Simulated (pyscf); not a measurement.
Thermochemistry of product channels of H₂B–F + methane (CH₄) on the singlet surface, in kcal/mol, from ωB97M-D3(BJ)/def2-TZVP energies (ideal gas, 1 atm, RRHO with modes under 100 cm⁻¹ raised to 100, one conformer, R ln 2 for rigid chiral ones). Optimised with ωB97X-D3(BJ)/def2-SVP in PySCF.

| products | ΔE | ΔH(298 K) | ΔG(298 K) | ΔG(600 K) |
|---|---|---|---|---|
| borane (BH₃) + fluoromethane (H₃C–F) | +60.3 | +59.1 | +58.9 | +58.8 |
| H₃C–BH–F + hydrogen (H₂) | +2.3 | -1.0 | -0.5 | (withheld) |
| H₂B–CH₃ + hydrogen fluoride (HF) | (withheld) | +35.0 | +34.1 | (withheld) |

**Question.** What belongs in the gaps?

**Answer.** 
- H₃C–BH–F + hydrogen (H₂), ΔG(600 K): -0.5
- H₂B–CH₃ + hydrogen fluoride (HF), ΔE: +36.1
- H₂B–CH₃ + hydrogen fluoride (HF), ΔG(600 K): +32.8

These are energies of the channels, which say nothing of barriers.
